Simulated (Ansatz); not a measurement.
The cluster Al2H4⁻ (the lowest doublet isomer of a short search) was relaxed with r2SCAN-D4 (def2-TZVPD) in Ansatz in these states: charge -1 doublet, charge -1 quartet. The geometries follow in no particular order.

A:

```xyz
6

Al   -1.147    0.338    0.347
Al    1.147   -0.338   -0.347
H     2.488   -0.143    0.555
H    -1.523    1.042    1.765
H    -2.487    0.141   -0.555
H     1.522   -1.040   -1.766
```

B:

Cartesian coordinates in Å:
```
Al -1.222 0.078 0.810
Al 1.227 -0.078 -0.810
H 1.952 -1.235 0.065
H -0.502 0.500 2.201
H -1.958 1.228 -0.065
H 0.503 -0.493 -2.201
```

Task: Judge from the bond lengths which geometry belongs to which state (an estimate).

Result: A is the charge -1 doublet (Al1–Al2 2.490 Å, Al2–H3 1.628 Å, Al1–H5 1.628 Å); B is the charge -1 quartet (Al1–Al2 2.940 Å, Al2–H3 1.622 Å, Al1–H5 1.622 Å).

At r2SCAN-D4/def2-TZVPD the highest occupied level of the charge -1 doublet lies above zero (up to 0.48 eV). By energy differences its removal costs 1.70 eV (vertical, to the charge 0 singlet, at r2SCAN-D4/def2-TZVPD); a positive level beside a positive removal energy at the same level points to self-interaction error. At r2SCAN-D4/def2-TZVPD the highest occupied level of the charge -1 quartet lies above zero (up to 0.59 eV). It is a level of α spin, whose loss leaves a triplet; that state wasn't run at this geometry and level. The electron is either unbound and held by the finite basis, or the level is raised by self-interaction error. At PBE0-D4/def2-TZVPD a doublet lies 2.05 eV below the charge -1 quartet. These are the stationary points nearest to one start from a short search; other shapes may lie lower in each state.
